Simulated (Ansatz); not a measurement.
**SiH₂ (triplet): PBE, r2SCAN, PBE0, B3LYP, CAM-B3LYP, wB97X-V, wB97M-V, B2PLYP, RPA-PBE over a scan of the distance H1–H2 along a hydrogen transfer, cc-pVTZ, part 1 of 2**

Aim: run SiH₂ (triplet) with these functionals over a scan of the distance H1–H2 along a hydrogen transfer, and hold them against the top wave-function level at the same points.

Method: cc-pVTZ, all electrons in the functionals, frozen cores in the correlation of double hybrids and RPA; program: Ansatz 0.2.0, Gaussian basis.

To be run: PBE, r2SCAN, PBE0, B3LYP, CAM-B3LYP, wB97X-V, wB97M-V, B2PLYP, RPA-PBE, at 0.693 Å; 0.745 Å; 0.791 Å; 0.837 Å; 0.883 Å; 0.929 Å; 0.975 Å; 1.021 Å; 1.067 Å (not every functional at every point).

12 further runs of the same task are left out: 12 set aside as unsound or not needed.

## (1) The system

The geometry derives from fragments relaxed apart (PBE0/def2-TZVP) and kept rigid, so it is no stationary point. A hydrogen atom is moved between rigid fragments.

3 atoms, charge 0, spin multiplicity 3.

Atoms are counted from 1 here; the program's logs count them from 0.

Bond lengths: H1–H2 0.791 Å, H2–Si3 1.716 Å. Angles: H1–H2–Si3 180.0°.

No dispersion term is added; wB97X-V, wB97M-V hold VV10 nonlocal correlation. B3LYP takes the VWN-RPA correlation.

The geometry shown and the zero of energy belong to the point 0.791 Å. The yardstick, FCI, and other wave-function levels (R restricted, U unrestricted, valence and pair active spaces) come from earlier runs.

## (2) PBE, 0.791 Å

Input file in.yaml:

```yaml
crystal:
  periodic: [false, false, false]
  atoms:
    - {symbol: H, position_ang: [0.000000, 0.000000, -1.099333]}
    - {symbol: H, position_ang: [0.000000, 0.000000, -0.308333]}
    - {symbol: Si, position_ang: [0.000000, 0.000000, 1.407667]}
basis:
  gaussian: {orbitals: cc-pVTZ}
magnetization: {spin_polarized: true, initial_magnetization: 2}
hamiltonian: {xc: {name: PBE}}
output: {orbitals: {seedname: orbitals}}
```

Started as:

```
$ ansatz run in.yaml --threads 1 --pin off --events-out ev --progress --plain --max-ram 3498MiB --backend cpu
```

Output:

```text
Functional definition: PBE
  name "PBE"
  cite "Perdew, Burke & Ernzerhof, Phys. Rev. Lett. 77, 3865 (1996) doi:10.1103/PhysRevLett.77.3865"
  parent pbe
  parameter kappa = 0.804
  parameter beta = 0.06672455060314922
  exchange = pbe_x(kappa = kappa, mu = beta*pi^2/3)
  correlation = pbe_c(beta = beta)
395 factors; their error is unknown
mean field evaluation 1: about -7900.2329 eV, gradient 1.0e1 eV
mean field evaluation 2: about -7899.7079 eV, gradient 1.4e1 eV
mean field evaluation 4: about -7901.8689 eV, gradient 1.7e0 eV
mean field evaluation 8: about -7901.8813 eV, gradient 1.2e-1 eV
mean field evaluation 16: about -7901.8813 eV, gradient 5.0e-5 eV
mean field evaluation 32: about -7901.1848 eV, gradient 1.2e-2 eV
mean field -7901.88131970 eV, -290.3887824115 hartree, gradient 3.3e-5 eV, S^2 2.005731; 4 other end points of the search recorded, 0 dependent functions left out
reference -7901.88135074 eV, -290.3887835520 hartree; 9, 7 occupied and 53, 55 virtual orbitals, 395 factors
Total energy: -7901.88135074 eV, -290.3887835520 hartree
```

It took 1.4 s on 1 thread of AMD EPYC 7R13, shared host.

From the report: ⟨S²⟩ of the determinant 2.006 (pure triplet: 2.00).

## (3) PBE, 0.837 Å

Input file in.yaml:

```yaml
crystal:
  periodic: [false, false, false]
  atoms:
    - {symbol: H, position_ang: [0.000000, 0.000000, -1.114667]}
    - {symbol: H, position_ang: [0.000000, 0.000000, -0.277667]}
    - {symbol: Si, position_ang: [0.000000, 0.000000, 1.392333]}
basis:
  gaussian: {orbitals: cc-pVTZ}
magnetization: {spin_polarized: true, initial_magnetization: 2}
hamiltonian: {xc: {name: PBE}}
output: {orbitals: {seedname: orbitals}}
```

The command is unchanged.

Output:

```text
Functional definition: PBE
  name "PBE"
  cite "Perdew, Burke & Ernzerhof, Phys. Rev. Lett. 77, 3865 (1996) doi:10.1103/PhysRevLett.77.3865"
  parent pbe
  parameter kappa = 0.804
  parameter beta = 0.06672455060314922
  exchange = pbe_x(kappa = kappa, mu = beta*pi^2/3)
  correlation = pbe_c(beta = beta)
395 factors; their error is unknown
mean field evaluation 1: about -7900.1622 eV, gradient 1.0e1 eV
mean field evaluation 2: about -7899.2198 eV, gradient 1.5e1 eV
mean field evaluation 4: about -7901.7640 eV, gradient 1.8e0 eV
mean field evaluation 8: about -7901.8039 eV, gradient 5.2e-2 eV
mean field evaluation 16: about -7901.7818 eV, gradient 3.0e-5 eV
mean field evaluation 32: about -7901.1268 eV, gradient 4.2e-6 eV
mean field -7901.78180657 eV, -290.3851253713 hartree, gradient 3.0e-5 eV, S^2 2.006131; 4 other end points of the search recorded, 0 dependent functions left out
reference -7901.78183791 eV, -290.3851265231 hartree; 9, 7 occupied and 53, 55 virtual orbitals, 395 factors
Total energy: -7901.78183791 eV, -290.3851265231 hartree
```

Wall time 1.3 s (1 thread of AMD EPYC 7R13, shared host).

From the report: ⟨S²⟩ of the determinant 2.006 (pure triplet: 2.00).

From 0.791 Å: +2.3 kcal/mol.

## (4) r2SCAN, 0.791 Å

Input file in.yaml:

```yaml
crystal:
  periodic: [false, false, false]
  atoms:
    - {symbol: H, position_ang: [0.000000, 0.000000, -1.099333]}
    - {symbol: H, position_ang: [0.000000, 0.000000, -0.308333]}
    - {symbol: Si, position_ang: [0.000000, 0.000000, 1.407667]}
basis:
  gaussian: {orbitals: cc-pVTZ}
magnetization: {spin_polarized: true, initial_magnetization: 2}
hamiltonian: {xc: {name: r2SCAN}}
```

Launched as before.

Output:

```text
Functional definition: r2SCAN
  name "r2SCAN"
  cite "Furness, Kaplan, Ning, Perdew & Sun, J. Phys. Chem. Lett. 11, 8208 (2020) doi:10.1021/acs.jpclett.0c02405"
  cite "Furness, Kaplan, Ning, Perdew & Sun, J. Phys. Chem. Lett. 11, 9248 (2020) doi:10.1021/acs.jpclett.0c03077"
  parent r2scan
  parameter k0 = 0.174
  parameter k1 = 0.065
  parameter a1 = 4.9479
  exchange = r2scan_x(k0 = k0, k1 = k1, a1 = a1)
  correlation = r2scan_c
395 factors; their error is unknown
mean field evaluation 1: about -7903.7314 eV, gradient 9.2e0 eV
mean field evaluation 2: about -7903.5327 eV, gradient 1.2e1 eV
mean field evaluation 4: about -7905.1916 eV, gradient 1.9e0 eV
mean field evaluation 8: about -7905.2151 eV, gradient 1.3e-1 eV
mean field evaluation 16: about -7905.2152 eV, gradient 3.7e-5 eV
mean field evaluation 32: about -7904.4954 eV, gradient 3.6e-1 eV
mean field -7905.21516307 eV, -290.5112988956 hartree, gradient 1.7e-5 eV, S^2 2.013007; 4 other end points of the search recorded, 0 dependent functions left out
reference -7905.21517330 eV, -290.5112992716 hartree; 9, 7 occupied and 53, 55 virtual orbitals, 395 factors
Total energy: -7905.21517330 eV, -290.5112992716 hartree
```

It took 3.1 s on 1 thread of AMD EPYC 7R13, shared host.

From the report: ⟨S²⟩ of the determinant 2.013 (pure triplet: 2.00).

## (5) r2SCAN, 0.837 Å

Input file in.yaml:

```yaml
crystal:
  periodic: [false, false, false]
  atoms:
    - {symbol: H, position_ang: [0.000000, 0.000000, -1.114667]}
    - {symbol: H, position_ang: [0.000000, 0.000000, -0.277667]}
    - {symbol: Si, position_ang: [0.000000, 0.000000, 1.392333]}
basis:
  gaussian: {orbitals: cc-pVTZ}
magnetization: {spin_polarized: true, initial_magnetization: 2}
hamiltonian: {xc: {name: r2SCAN}}
```

The command is unchanged.

Output:

```text
Functional definition: r2SCAN
  name "r2SCAN"
  cite "Furness, Kaplan, Ning, Perdew & Sun, J. Phys. Chem. Lett. 11, 8208 (2020) doi:10.1021/acs.jpclett.0c02405"
  cite "Furness, Kaplan, Ning, Perdew & Sun, J. Phys. Chem. Lett. 11, 9248 (2020) doi:10.1021/acs.jpclett.0c03077"
  parent r2scan
  parameter k0 = 0.174
  parameter k1 = 0.065
  parameter a1 = 4.9479
  exchange = r2scan_x(k0 = k0, k1 = k1, a1 = a1)
  correlation = r2scan_c
395 factors; their error is unknown
mean field evaluation 1: about -7903.6563 eV, gradient 9.2e0 eV
mean field evaluation 2: about -7903.1079 eV, gradient 1.3e1 eV
mean field evaluation 4: about -7905.0757 eV, gradient 2.0e0 eV
mean field evaluation 8: about -7905.1272 eV, gradient 4.5e-2 eV
mean field evaluation 16: about -7905.1049 eV, gradient 1.6e-4 eV
mean field evaluation 32: about -7904.4351 eV, gradient 5.0e-3 eV
mean field -7905.10491457 eV, -290.5072473380 hartree, gradient 6.9e-6 eV, S^2 2.013206; 4 other end points of the search recorded, 0 dependent functions left out
reference -7905.10492482 eV, -290.5072477145 hartree; 9, 7 occupied and 53, 55 virtual orbitals, 395 factors
Total energy: -7905.10492482 eV, -290.5072477145 hartree
```

Wall time 3.4 s (1 thread of AMD EPYC 7R13, shared host).

From the report: ⟨S²⟩ of the determinant 2.013 (pure triplet: 2.00).

From 0.791 Å: +2.5 kcal/mol.

## (6) PBE0, 0.791 Å

Input file in.yaml:

```yaml
crystal:
  periodic: [false, false, false]
  atoms:
    - {symbol: H, position_ang: [0.000000, 0.000000, -1.099333]}
    - {symbol: H, position_ang: [0.000000, 0.000000, -0.308333]}
    - {symbol: Si, position_ang: [0.000000, 0.000000, 1.407667]}
basis:
  gaussian: {orbitals: cc-pVTZ}
magnetization: {spin_polarized: true, initial_magnetization: 2}
hamiltonian: {xc: {name: PBE0}}
output: {orbitals: {seedname: orbitals}}
```

The command is unchanged.

Output:

```text
Functional definition: PBE0
  name "PBE0"
  cite "Adamo & Barone, J. Chem. Phys. 110, 6158 (1999) doi:10.1063/1.478522"
  cite "Perdew, Burke & Ernzerhof, Phys. Rev. Lett. 77, 3865 (1996) doi:10.1103/PhysRevLett.77.3865"
  parent pbe
  parameter a = 0.25
  parameter kappa = 0.804
  parameter beta = 0.06672455060314922
  exchange = (1 - a)*pbe_x(kappa = kappa, mu = beta*pi^2/3) + a*exact_x
  correlation = pbe_c(beta = beta)
404 factors; their error is unknown
mean field evaluation 1: about -7902.3780 eV, gradient 4.5e0 eV
mean field evaluation 2: about -7902.5067 eV, gradient 2.6e0 eV
mean field evaluation 4: about -7902.5713 eV, gradient 1.5e-1 eV
mean field evaluation 8: about -7902.6057 eV, gradient 1.9e-2 eV
mean field evaluation 16: about -7902.6057 eV, gradient 4.3e-5 eV
mean field -7902.60570896 eV, -290.4154032258 hartree, gradient 2.2e-5 eV, S^2 2.007871; 1 other end points of the search recorded, 0 dependent functions left out
reference -7902.60573193 eV, -290.4154040697 hartree; 9, 7 occupied and 53, 55 virtual orbitals, 404 factors
Total energy: -7902.60573193 eV, -290.4154040697 hartree
```

Run time: 0.88 s. Hardware: 1 thread of AMD EPYC 7R13, shared host.

From the report: ⟨S²⟩ of the determinant 2.008 (pure triplet: 2.00).

## (7) PBE0, 0.837 Å

Input file in.yaml:

```yaml
crystal:
  periodic: [false, false, false]
  atoms:
    - {symbol: H, position_ang: [0.000000, 0.000000, -1.114667]}
    - {symbol: H, position_ang: [0.000000, 0.000000, -0.277667]}
    - {symbol: Si, position_ang: [0.000000, 0.000000, 1.392333]}
basis:
  gaussian: {orbitals: cc-pVTZ}
magnetization: {spin_polarized: true, initial_magnetization: 2}
hamiltonian: {xc: {name: PBE0}}
output: {orbitals: {seedname: orbitals}}
```

Same command.

Output:

```text
Functional definition: PBE0
  name "PBE0"
  cite "Adamo & Barone, J. Chem. Phys. 110, 6158 (1999) doi:10.1063/1.478522"
  cite "Perdew, Burke & Ernzerhof, Phys. Rev. Lett. 77, 3865 (1996) doi:10.1103/PhysRevLett.77.3865"
  parent pbe
  parameter a = 0.25
  parameter kappa = 0.804
  parameter beta = 0.06672455060314922
  exchange = (1 - a)*pbe_x(kappa = kappa, mu = beta*pi^2/3) + a*exact_x
  correlation = pbe_c(beta = beta)
404 factors; their error is unknown
mean field evaluation 1: about -7901.2409 eV, gradient 7.6e0 eV
mean field evaluation 2: about -7901.6114 eV, gradient 4.3e0 eV
mean field evaluation 4: about -7901.8057 eV, gradient 2.0e-1 eV
mean field evaluation 8: about -7901.8391 eV, gradient 4.3e-3 eV
mean field evaluation 16: about -7901.8391 eV, gradient 5.2e-6 eV
mean field evaluation 32: about -7901.8062 eV, gradient 7.9e-3 eV
mean field -7902.48713194 eV, -290.4110456007 hartree, gradient 8.4e-6 eV, S^2 2.008289; 3 other end points of the search recorded, 0 dependent functions left out
reference -7902.48715511 eV, -290.4110464522 hartree; 9, 7 occupied and 53, 55 virtual orbitals, 404 factors
Total energy: -7902.48715511 eV, -290.4110464522 hartree
```

Run time: 1.7 s. Hardware: 1 thread of AMD EPYC 7R13, shared host.

From the report: ⟨S²⟩ of the determinant 2.008 (pure triplet: 2.00).

From 0.791 Å: +2.7 kcal/mol.

## (8) B3LYP, 0.791 Å

Input file in.yaml:

```yaml
crystal:
  periodic: [false, false, false]
  atoms:
    - {symbol: H, position_ang: [0.000000, 0.000000, -1.099333]}
    - {symbol: H, position_ang: [0.000000, 0.000000, -0.308333]}
    - {symbol: Si, position_ang: [0.000000, 0.000000, 1.407667]}
basis:
  gaussian: {orbitals: cc-pVTZ}
magnetization: {spin_polarized: true, initial_magnetization: 2}
hamiltonian: {xc: {name: B3LYP}}
```

Same command.

Output, shortened:

```text
Functional definition: B3LYP
  name "B3LYP"
  cite "Stephens, Devlin, Chabalowski & Frisch, J. Phys. Chem. 98, 11623 (1994) doi:10.1021/j100096a001"
  cite "Becke, Phys. Rev. A 38, 3098 (1988) doi:10.1103/PhysRevA.38.3098"
  cite "Lee, Yang & Parr, Phys. Rev. B 37, 785 (1988) doi:10.1103/PhysRevB.37.785"
  cite "Vosko, Wilk & Nusair, Can. J. Phys. 58, 1200 (1980) doi:10.1139/p80-159"
[...]
404 factors; their error is unknown
[...]
mean field -7906.68167224 eV, -290.5651921136 hartree, gradient 9.7e-6 eV, S^2 2.005198; 3 other end points of the search recorded, 0 dependent functions left out
reference -7906.68186093 eV, -290.5651990478 hartree; 9, 7 occupied and 53, 55 virtual orbitals, 404 factors
Total energy: -7906.68186093 eV, -290.5651990478 hartree
```

Wall time 2 s (1 thread of AMD EPYC 7R13, shared host).

From the report: ⟨S²⟩ of the determinant 2.005 (pure triplet: 2.00).

## (9) B3LYP, 0.837 Å

Input file in.yaml:

```yaml
crystal:
  periodic: [false, false, false]
  atoms:
    - {symbol: H, position_ang: [0.000000, 0.000000, -1.114667]}
    - {symbol: H, position_ang: [0.000000, 0.000000, -0.277667]}
    - {symbol: Si, position_ang: [0.000000, 0.000000, 1.392333]}
basis:
  gaussian: {orbitals: cc-pVTZ}
magnetization: {spin_polarized: true, initial_magnetization: 2}
hamiltonian: {xc: {name: B3LYP}}
```

Launched as before.

Output, shortened:

```text
Functional definition: B3LYP
  name "B3LYP"
  cite "Stephens, Devlin, Chabalowski & Frisch, J. Phys. Chem. 98, 11623 (1994) doi:10.1021/j100096a001"
  cite "Becke, Phys. Rev. A 38, 3098 (1988) doi:10.1103/PhysRevA.38.3098"
  cite "Lee, Yang & Parr, Phys. Rev. B 37, 785 (1988) doi:10.1103/PhysRevB.37.785"
  cite "Vosko, Wilk & Nusair, Can. J. Phys. 58, 1200 (1980) doi:10.1139/p80-159"
[...]
404 factors; their error is unknown
[...]
mean field -7906.55412498 eV, -290.5605048380 hartree, gradient 8.7e-6 eV, S^2 2.005525; 3 other end points of the search recorded, 0 dependent functions left out
reference -7906.55431556 eV, -290.5605118420 hartree; 9, 7 occupied and 53, 55 virtual orbitals, 404 factors
Total energy: -7906.55431556 eV, -290.5605118420 hartree
```

Run time: 1.6 s. Hardware: 1 thread of AMD EPYC 7R13, shared host.

From the report: ⟨S²⟩ of the determinant 2.006 (pure triplet: 2.00).

From 0.791 Å: +2.9 kcal/mol.

## (10) CAM-B3LYP, 0.791 Å

Input file in.yaml:

```yaml
crystal:
  periodic: [false, false, false]
  atoms:
    - {symbol: H, position_ang: [0.000000, 0.000000, -1.099333]}
    - {symbol: H, position_ang: [0.000000, 0.000000, -0.308333]}
    - {symbol: Si, position_ang: [0.000000, 0.000000, 1.407667]}
basis:
  gaussian: {orbitals: cc-pVTZ}
magnetization: {spin_polarized: true, initial_magnetization: 2}
hamiltonian: {xc: {name: CAM-B3LYP}}
```

Launched as before.

Output, shortened:

```text
Functional definition: CAM-B3LYP
  name "CAM-B3LYP"
  cite "Yanai, Tew & Handy, Chem. Phys. Lett. 393, 51 (2004) doi:10.1016/j.cplett.2004.06.011"
  cite "Iikura, Tsuneda, Yanai & Hirao, J. Chem. Phys. 115, 3540 (2001) doi:10.1063/1.1383587"
  cite "Becke, Phys. Rev. A 38, 3098 (1988) doi:10.1103/PhysRevA.38.3098"
  cite "Lee, Yang & Parr, Phys. Rev. B 37, 785 (1988) doi:10.1103/PhysRevB.37.785"
  cite "Vosko, Wilk & Nusair, Can. J. Phys. 58, 1200 (1980) doi:10.1139/p80-159"
[...]
  # Exact exchange under (alpha + beta erf(omega r))/r, Becke's under what is left of 1/r.
[...]
404 factors; their error is unknown
105 factors; integrals over basis functions are off by at most 9.0e-5 eV
[...]
mean field -7906.01987863 eV, -290.5408716470 hartree, gradient 2.2e-5 eV, S^2 2.006038; 1 other end points of the search recorded, 0 dependent functions left out
reference -7906.01996932 eV, -290.5408749797 hartree; 9, 7 occupied and 53, 55 virtual orbitals, 404 factors
Total energy: -7906.01996932 eV, -290.5408749797 hartree
```

Wall time 1.1 s (1 thread of AMD EPYC 7R13, shared host).

From the report: ⟨S²⟩ of the determinant 2.006 (pure triplet: 2.00).

## (11) CAM-B3LYP, 0.837 Å

Input file in.yaml:

```yaml
crystal:
  periodic: [false, false, false]
  atoms:
    - {symbol: H, position_ang: [0.000000, 0.000000, -1.114667]}
    - {symbol: H, position_ang: [0.000000, 0.000000, -0.277667]}
    - {symbol: Si, position_ang: [0.000000, 0.000000, 1.392333]}
basis:
  gaussian: {orbitals: cc-pVTZ}
magnetization: {spin_polarized: true, initial_magnetization: 2}
hamiltonian: {xc: {name: CAM-B3LYP}}
```

Launched as before.

Output, shortened:

```text
Functional definition: CAM-B3LYP
  name "CAM-B3LYP"
  cite "Yanai, Tew & Handy, Chem. Phys. Lett. 393, 51 (2004) doi:10.1016/j.cplett.2004.06.011"
  cite "Iikura, Tsuneda, Yanai & Hirao, J. Chem. Phys. 115, 3540 (2001) doi:10.1063/1.1383587"
  cite "Becke, Phys. Rev. A 38, 3098 (1988) doi:10.1103/PhysRevA.38.3098"
  cite "Lee, Yang & Parr, Phys. Rev. B 37, 785 (1988) doi:10.1103/PhysRevB.37.785"
  cite "Vosko, Wilk & Nusair, Can. J. Phys. 58, 1200 (1980) doi:10.1139/p80-159"
[...]
  # Exact exchange under (alpha + beta erf(omega r))/r, Becke's under what is left of 1/r.
[...]
404 factors; their error is unknown
105 factors; integrals over basis functions are off by at most 9.3e-5 eV
[...]
mean field -7905.88507136 eV, -290.5359175712 hartree, gradient 6.0e-6 eV, S^2 2.006397; 1 other end points of the search recorded, 0 dependent functions left out
reference -7905.88516288 eV, -290.5359209343 hartree; 9, 7 occupied and 53, 55 virtual orbitals, 404 factors
Total energy: -7905.88516288 eV, -290.5359209343 hartree
```

Run time: 1.1 s. Hardware: 1 thread of AMD EPYC 7R13, shared host.

From the report: ⟨S²⟩ of the determinant 2.006 (pure triplet: 2.00).

From 0.791 Å: +3.1 kcal/mol.

## (12) wB97X-V, 0.791 Å

Input file in.yaml:

```yaml
crystal:
  periodic: [false, false, false]
  atoms:
    - {symbol: H, position_ang: [0.000000, 0.000000, -1.099333]}
    - {symbol: H, position_ang: [0.000000, 0.000000, -0.308333]}
    - {symbol: Si, position_ang: [0.000000, 0.000000, 1.407667]}
basis:
  gaussian: {orbitals: cc-pVTZ}
magnetization: {spin_polarized: true, initial_magnetization: 2}
hamiltonian: {xc: {name: wB97X-V}}
```

Launched as before.

Output, shortened:

```text
Functional definition: wB97X-V
  name "wB97X-V"
  cite "Mardirossian & Head-Gordon, Phys. Chem. Chem. Phys. 16, 9904 (2014) doi:10.1039/C3CP54374A"
  cite "Becke, J. Chem. Phys. 107, 8554 (1997) doi:10.1063/1.475007"
  cite "Vydrov & Van Voorhis, J. Chem. Phys. 133, 244103 (2010) doi:10.1063/1.3521275"
[...]
      + integral(e_c_pw_opposite_spin*poly(b97_u_opposite, cos0, cos1)) + vv10(b, c)
404 factors; their error is unknown
94 factors; integrals over basis functions are off by at most 1.4e-4 eV
[...]
mean field -7904.41153169 eV, -290.4817659869 hartree, gradient 3.6e-5 eV, S^2 2.005545; 1 other end points of the search recorded, 0 dependent functions left out
reference -7904.41153217 eV, -290.4817660046 hartree; 9, 7 occupied and 53, 55 virtual orbitals, 404 factors
Total energy: -7904.41153217 eV, -290.4817660046 hartree
```

It took 4.5 s on 1 thread of AMD EPYC 7R13, shared host.

From the report: ⟨S²⟩ of the determinant 2.006 (pure triplet: 2.00).

## (13) wB97X-V, 0.837 Å

Input file in.yaml:

```yaml
crystal:
  periodic: [false, false, false]
  atoms:
    - {symbol: H, position_ang: [0.000000, 0.000000, -1.114667]}
    - {symbol: H, position_ang: [0.000000, 0.000000, -0.277667]}
    - {symbol: Si, position_ang: [0.000000, 0.000000, 1.392333]}
basis:
  gaussian: {orbitals: cc-pVTZ}
magnetization: {spin_polarized: true, initial_magnetization: 2}
hamiltonian: {xc: {name: wB97X-V}}
```

The command is unchanged.

Output, shortened:

```text
Functional definition: wB97X-V
  name "wB97X-V"
  cite "Mardirossian & Head-Gordon, Phys. Chem. Chem. Phys. 16, 9904 (2014) doi:10.1039/C3CP54374A"
  cite "Becke, J. Chem. Phys. 107, 8554 (1997) doi:10.1063/1.475007"
  cite "Vydrov & Van Voorhis, J. Chem. Phys. 133, 244103 (2010) doi:10.1063/1.3521275"
[...]
      + integral(e_c_pw_opposite_spin*poly(b97_u_opposite, cos0, cos1)) + vv10(b, c)
404 factors; their error is unknown
94 factors; integrals over basis functions are off by at most 1.4e-4 eV
[...]
mean field -7904.26889403 eV, -290.4765241498 hartree, gradient 3.0e-5 eV, S^2 2.005873; 1 other end points of the search recorded, 0 dependent functions left out
reference -7904.26889450 eV, -290.4765241671 hartree; 9, 7 occupied and 53, 55 virtual orbitals, 404 factors
Total energy: -7904.26889450 eV, -290.4765241671 hartree
```

It took 4.6 s on 1 thread of AMD EPYC 7R13, shared host.

From the report: ⟨S²⟩ of the determinant 2.006 (pure triplet: 2.00).

From 0.791 Å: +3.3 kcal/mol.

## (14) wB97M-V, 0.791 Å

Input file in.yaml:

```yaml
crystal:
  periodic: [false, false, false]
  atoms:
    - {symbol: H, position_ang: [0.000000, 0.000000, -1.099333]}
    - {symbol: H, position_ang: [0.000000, 0.000000, -0.308333]}
    - {symbol: Si, position_ang: [0.000000, 0.000000, 1.407667]}
basis:
  gaussian: {orbitals: cc-pVTZ}
magnetization: {spin_polarized: true, initial_magnetization: 2}
hamiltonian: {xc: {name: wB97M-V}}
output: {orbitals: {seedname: orbitals}}
```

Launched as before.

Output, shortened:

```text
Functional definition: wB97M-V
  name "wB97M-V"
  cite "Mardirossian & Head-Gordon, J. Chem. Phys. 144, 214110 (2016) doi:10.1063/1.4952647"
  cite "Becke, J. Chem. Phys. 107, 8554 (1997) doi:10.1063/1.475007"
  cite "Vydrov & Van Voorhis, J. Chem. Phys. 133, 244103 (2010) doi:10.1063/1.3521275"
  # Of w^i u^j: cxij and so on, Table III.
[...]
  gx(w, u) = 1 - cx + cx01*u + cx10*w
  gss(w, u) = css00 + css04*u^4 + css10*w + css20*w^2 + css43*w^4*u^3
  gos(w, u) = cos00 + cos10*w + (cos20 + cos21*u)*w^2 + (cos60 + cos61*u)*w^6
[...]
      + integral(e_c_pw_mod_opposite_spin*gos(b97_w_opposite, b97_u_opposite)) + vv10(b, c)
404 factors; their error is unknown
94 factors; integrals over basis functions are off by at most 1.4e-4 eV
[...]
mean field -7905.07467517 eV, -290.5061360606 hartree, gradient 3.7e-5 eV, S^2 2.002991; 1 other end points of the search recorded, 0 dependent functions left out
reference -7905.07470392 eV, -290.5061371170 hartree; 9, 7 occupied and 53, 55 virtual orbitals, 404 factors
Total energy: -7905.07470392 eV, -290.5061371170 hartree
```

It took 6 s on 1 thread of AMD EPYC 7R13, shared host.

From the report: ⟨S²⟩ of the determinant 2.003 (pure triplet: 2.00).

(Continued in part 2 of 2.)
